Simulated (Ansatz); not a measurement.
Born–Oppenheimer molecular dynamics of AlH2O2 (5 atoms, charge -1, multiplicity 1). It starts from a relaxed structure.

Level of theory: UKS PBE/def2-SVP (Ansatz).

* ensemble: NVT, Langevin thermostat
* time step: 0.5 fs
* steps asked: 150
* set temperature: 400 K
* friction: 0.01 /fs
* temperature schedule: 37 steps to 400 K, then 113 steps to 1200 K
* seed: 96122

First frame:

```xyz
5
Properties=species:S:1:pos:R:3
O -1.252 -1.226 1.273
Al -0.389 -0.344 0.168
O 1.005 0.736 0.457
H -0.619 -0.248 -1.478
H 1.256 1.083 -0.419
```

Problem. How far do the bonds stretch over the last three quarters of this one trajectory? (Pairs bonded in most of those frames.)

Solution. 
```json
{"bond": "O1–Al2", "mean (Å)": "1.676", "spread (Å)": "0.017", "shortest": "1.64", "longest": "1.70"}
{"bond": "Al2–O3", "mean (Å)": "1.803", "spread (Å)": "0.017", "shortest": "1.77", "longest": "1.83"}
{"bond": "Al2–H4", "mean (Å)": "1.662", "spread (Å)": "0.053", "shortest": "1.56", "longest": "1.75"}
{"bond": "O3–H5", "mean (Å)": "0.979", "spread (Å)": "0.024", "shortest": "0.93", "longest": "1.01"}
```

Mean temperature of the second half: 273 K. The schedule's set-point averaged 935 K over the second half and the system 273 K, so it lags behind the ramp. A run of 0.075 ps of so small a system gives no equilibrium averages. Limits of this set-up: an anion without diffuse functions, the dipole of an ion depends on the origin.

The run took 3.6 min on 1 thread of Intel(R) Xeon(R) Platinum 8375C CPU @ 2.90GHz (Ice Lake) (shared host), peak memory 0.14 GiB.
